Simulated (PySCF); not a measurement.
# `P#CC1CCC1`: 4 charge schemes on one density

Species: C5H7P.
Cartesian coordinates in Å at the GFN2-xTB level; atoms count from 1:
```xyz
13
C5H7P angstrom
P      3.4017   -0.5663   -0.3619
C      1.9817   -0.2092    0.1562
C      0.6433    0.0907    0.5681
C     -0.1560    1.0638   -0.3351
C     -1.3164    0.0599   -0.3688
C     -0.4165   -1.0015    0.2772
H      0.6327    0.4052    1.6161
H      0.3158    1.2071   -1.3056
H     -0.3710    2.0358    0.1038
H     -2.1483    0.3530    0.2688
H     -1.7003   -0.1851   -1.3568
H     -0.8174   -1.5089    1.1516
H     -0.0535   -1.7441   -0.4311
```

Density: PBE0/pcSseg-1 (PySCF); schemes: Mulliken, IAO, Hirshfeld and ESP-fitted. The structure is a single GFN2-xTB conformer in the gas phase; no vibrational or solvent corrections.

Q: Tabulate the Mulliken, IAO, Hirshfeld and ESP-fitted charges.

A: In e; atoms taken as equivalent share a row and are averaged (×n: the atom named and its like, n in all):

```tsv
atom	environment	Mulliken	IAO	Hirshfeld	ESP-fitted
P1	phosphorus bonded to C	+0.141	+0.176	-0.005	+0.072
C2	triply bonded carbon	-0.223	-0.289	-0.084	-0.508
C3	four-membered-ring carbon	-0.325	-0.136	-0.022	+0.614
C4/C6	four-membered-ring carbon	-0.131	-0.252	-0.061	-0.326
C5	four-membered-ring carbon	-0.242	-0.267	-0.069	+0.078
H7	methine hydrogen	+0.153	+0.164	+0.056	-0.015
H8/H13	methylene hydrogen	+0.125	+0.148	+0.041	+0.125
H9/H12	methylene hydrogen	+0.130	+0.141	+0.042	+0.064
H10	methylene hydrogen	+0.120	+0.139	+0.041	+0.018
H11	methylene hydrogen	+0.126	+0.140	+0.041	+0.013
```

Mean size of the charges over all atoms: IAO 0.184 e, ESP-fitted 0.181 e, Mulliken 0.162 e, Hirshfeld 0.047 e. Each set sums to the total charge, 0, to within 0.001 e. The IAO scheme projects the occupied orbitals on a minimal set of polarised atomic orbitals and counts the electrons in each atom's part of it. The Mulliken scheme counts on each atom the diagonal of the density matrix times the overlap matrix over that atom's basis functions.

Lowest charge. The schemes don't all agree: Mulliken C3 (-0.325); IAO C2 (-0.289); Hirshfeld C2 (-0.084); ESP-fitted C2 (-0.508).

Highest charge. The schemes don't all agree: Mulliken H7 (+0.153); IAO P1 (+0.176); Hirshfeld H7 (+0.056); ESP-fitted C3 (+0.614).

Q: Sum the charges by element, for elements with more than one atom.

A: 
```
element  atoms  Mulliken     IAO  Hirshfeld  ESP-fitted
      C      5    -1.051  -1.196     -0.298      -0.469
      H      7    +0.910  +1.020     +0.303      +0.396
```

Q: How many electrons does the IAO scheme count on C6?

A: Its own charge is -0.252 e, so Z − q = 6.252.

Q: How closely do the schemes follow one another over all atoms?

A: Correlation coefficient and root-mean-square difference: IAO with Hirshfeld 0.95, 0.145 e; Mulliken with IAO 0.92, 0.075 e; Mulliken with Hirshfeld 0.86, 0.131 e; Hirshfeld with ESP-fitted 0.46, 0.244 e; IAO with ESP-fitted 0.42, 0.252 e; Mulliken with ESP-fitted 0.07, 0.304 e.
